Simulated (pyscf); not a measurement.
`[F][SiH]([F])[F]` + `[NH3]` → `[FH]` + `[NH2][SiH]([F])[F]` (four-centre exchange; singlet surface; F–Si, H–N broken, F–H, N–Si formed). Structures and frequencies: ωB97X-D3(BJ)/def2-SVP in PySCF. Energies in kcal/mol from the separated reactants.

| level | barrier | reaction energy |
|---|---|---|
| PBE/def2-TZVP | 21.6 | +20.2 |
| r²SCAN/def2-TZVP | 23.3 | +21.2 |
| B3LYP-D3(BJ)/def2-TZVP | 25.8 | +20.2 |
| PBE0-D3(BJ)/def2-TZVP | 22.4 | +18.8 |
| ωB97M-D3(BJ)/def2-TZVP | … | +19.9 |
| HF/def2-TZVP | … | … |

Question: Some entries are withheld; supply them.

Answer: 
- ωB97M-D3(BJ)/def2-TZVP, barrier: 25.2
- HF/def2-TZVP, barrier: 42.9
- HF/def2-TZVP, reaction energy: +21.7

The functionals in the table span 4.2 kcal/mol in this barrier, from PBE to B3LYP-D3(BJ). On the reactant side the descent ends in an adduct with a N–Si contact, 7.6 kcal/mol under the separated species and 32.1 kcal/mol under the saddle at ωB97X-D3(BJ)/def2-TZVP. On the product side the descent ends in a complex, 7.6 kcal/mol under the separated species and 13.0 kcal/mol under the saddle at ωB97X-D3(BJ)/def2-TZVP. What is counted as formed (N–Si) is already present as a longer contact in the reactant adduct; forming that adduct is a step of its own. One saddle was located; it need not be the lowest between these sides.
